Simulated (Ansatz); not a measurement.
## Scan of BeMgH2 (H-bridged), triplet

Starting geometry (PBE0/def2-TZVP stationary point for this spin, not checked as a minimum):

```xyz
4

Be    0.0000   -0.0640    1.9142
Mg    0.0000   -0.0368   -0.6569
H     0.0000    1.0491    1.0318
H     0.0000    0.4099   -2.3070
```

From there H4 moves along the line of the two atoms named below, all else staying in place; atoms are numbered as listed. Energies are in eV, counted from the starting geometry at the same level.

Basis 6-31G; Ansatz 0.2.0. Only valence electrons are correlated (noble-gas cores frozen). Prefix R: restricted or restricted open-shell reference. The metal's outer-core shells are frozen, which leaves out core–valence correlation.

Full CI is exact within this basis and frozen core; it isn't the basis-set limit.

```tsv
distance Mg2-H4 (Å)	RMP2
1.369	0.931
1.533	0.229
1.710	0.000
1.860	0.053
2.056	0.309
2.366	0.898
2.734	1.638
3.239	1.849
3.706	1.840
4.726	1.831
5.779	1.832
```

Q: Estimate the full CI curve in 6-31G from this one, knowing how RMP2 errs.

A: The computed full CI values, in eV from the starting point, and the error of RMP2 against them:
| distance Mg2-H4 (Å) | full CI | RMP2 less full CI |
| --- | --- | --- |
| 1.369 | 0.964 | -0.033 |
| 1.533 | 0.251 | -0.022 |
| 1.710 | 0.000 | 0.000 |
| 1.860 | 0.025 | 0.028 |
| 2.056 | 0.231 | 0.078 |
| 2.366 | 0.703 | 0.195 |
| 2.734 | 1.219 | 0.419 |
| 3.239 | 1.568 | 0.281 |
| 3.706 | 1.626 | 0.214 |
| 4.726 | 1.631 | 0.200 |
| 5.779 | 1.632 | 0.199 |

The error spans 0.452 eV and is largest, 0.419 eV, at 2.734 Å.
